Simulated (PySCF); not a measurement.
**Orbital picture of O₂**

B3LYP at R = 1.203 Å; basis O pcseg-1; no relativity; PySCF 2.14. State: ³Σg⁻ (triplet), unpaired electrons π ↑↑. Only the outer orbitals are listed.

| spin | orbital | occ. | ε (eV) | main shells (%) |
| --- | --- | --- | --- | --- |
| α | σg | 1 | -36.06 | 82 s, 17 p |
| α | σu | 1 | -23.01 | 89 s, 10 p |
| α | πu | 1 | -15.62 | 99 p |
| α | πu | 1 | -15.62 | 99 p |
| α | σg | 1 | -15.16 | 80 p, 20 s |
| α | πg | 1 | -8.55 | 100 p |
| α | πg | 1 | -8.55 | 100 p |
| α | σu | 0 | 5.13 | 98 p |
| β | σg | 1 | -34.51 | 80 s, 19 p |
| β | σu | 1 | -20.60 | 86 s, 14 p |
| β | σg | 1 | -14.08 | 77 p, 22 s |
| β | πu | 1 | -12.86 | 99 p |
| β | πu | 1 | -12.86 | 99 p |
| β | πg | 0 | -3.29 | 100 p |
| β | πg | 0 | -3.29 | 100 p |
| β | σu | 0 | 6.26 | 95 p |

Q: Which are the highest filled and the lowest empty level, where do they sit, and how wide is the gap?

A: Highest filled α πg at -8.55 eV (in %: 100 p); lowest empty β πg at -3.29 eV (in %: 100 p); the gap at B3LYP is 5.26 eV. Both belong to one degenerate shell, split only by its one-sided filling, so this is no excitation gap.

* bond order (Mayer): 1.84
* ⟨S²⟩: 2.007
* polarisability along the bond: 12.9 bohr³
* polarisability across the bond: 3.6 bohr³

The state is the lowest determinant that a PBE0 search found; another state may lie lower at other levels.
